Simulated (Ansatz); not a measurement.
A run of Ansatz (development build ahead of 0.2.0) on singlet BH₃ at this shape:

```xyz
4

B     0.0320    0.0307    0.1005
H     1.1998    0.0806    0.0324
H    -0.6147    0.9734   -0.1062
H    -0.6807   -0.9570    0.0208
```

Its results:

```json
{"Converged": "yes", "Reference energy": "-26.38412 hartree", "Correlation energy": "-0.09563 hartree", "Total energy": "-26.47974 hartree", "Spin squared of the determinant": "0.000"}
```

(1) Which input gives this output? Name the method, the orbitals and the basis set, and write the input.

Results:

(1) RHF-MP2 in aug-cc-pVDZ. An unrestricted run that stays on the closed shell gives the same numbers.

```yaml
crystal:
  periodic: [false, false, false]
  atoms:
    - { symbol: B, position_ang: [0.03199, 0.03074, 0.10047] }
    - { symbol: H, position_ang: [1.1998, 0.08062, 0.03237] }
    - { symbol: H, position_ang: [-0.6147, 0.97342, -0.10618] }
    - { symbol: H, position_ang: [-0.68066, -0.95705, 0.02079] }
basis:
  gaussian: { orbitals: aug-cc-pVDZ }
hamiltonian:
  xc: hf
correlation:
  method: mp2
  frozen_orbitals: { B: 1, H: 0 }
```
